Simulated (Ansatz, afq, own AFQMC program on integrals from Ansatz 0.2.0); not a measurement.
**BBr$_{3}$, singlet: AFQMC among the cluster methods**

```
atom    x (Å)    y (Å)    z (Å)
   B   0.0000   0.0000   0.0000
  Br   1.8968   0.0208  -0.0055
  Br  -0.9664   1.6323  -0.0058
  Br  -0.9304  -1.6531   0.0113
```

Connectivity, by distances: Br–B(–Br)–Br.

Basis cc-pVDZ. Only valence electrons are correlated. Ansatz 0.2.0 and our own AFQMC program on the same integrals; the CISD trial comes from CCSD amplitudes, and released means the phaseless constraint is let go. Error bars are statistical, one sigma. No spin–orbit coupling.

Determinant: RHF, the one that the program's search chose, which needn't be the lowest solution. The geometry is a PBE0/def2-TZVP stationary point of this or a neighbouring charge and spin state.

No full CI on the walks' own integrals is used here. The released AFQMC energy serves as the reference, which it does only where one determinant dominates, the energy is flat over the last release times and near the phaseless one (40 meV or 2 meV an electron, half that with transition metals). On small molecules, where full CI could be run and the noise was under 10 meV, such values lay within 10 meV of it in 19 cases of 20, a flattering rate, since the rule was set on those same cases; what remains of the bias isn't in the error bar.

Cautions: no relativity below Rb; no spin-orbit coupling; inner d shell frozen; the released value is read at 0.90 1/Eh (meV from the phaseless value at times in 1/Eh: -3 ± 9 at 0.21, -6 ± 8 at 0.42, 1 ± 8 at 0.63, -5 ± 8 at 0.90).

- T1 diagnostic: 0.0135
- weight of the determinant in the CISD state: 0.814
- size of the correlated space: 24 electrons in 52 orbitals

| level | correlation energy (eV) |
| --- | --- |
| MP2 | -11.6106 |
| CCSD | -12.3919 |
| CCSD(T) | -12.7548 |

Q: Estimate where AFQMC with the constraint released lies against CCSD(T) on the same integrals.

A: 50.9 ± 8.5 meV below CCSD(T).

Reference: AFQMC with the constraint released, correlation energy -12.806 ± 0.008 eV.

```tsv
level	E − E(reference) (meV)	share of correlation (%)
CCSD(T)	50.9 ± 8.5	99.60
ph-AFQMC/CISD	4.9 ± 11.0	99.96
```

A walk keeps the symmetry of its determinant, which the program's search chose and which needn't be the lowest solution, so a lower state of the same spin and another symmetry isn't excluded. Released energies are given only where the last usable release times agree within the noise; a slower fall can still hide under it.
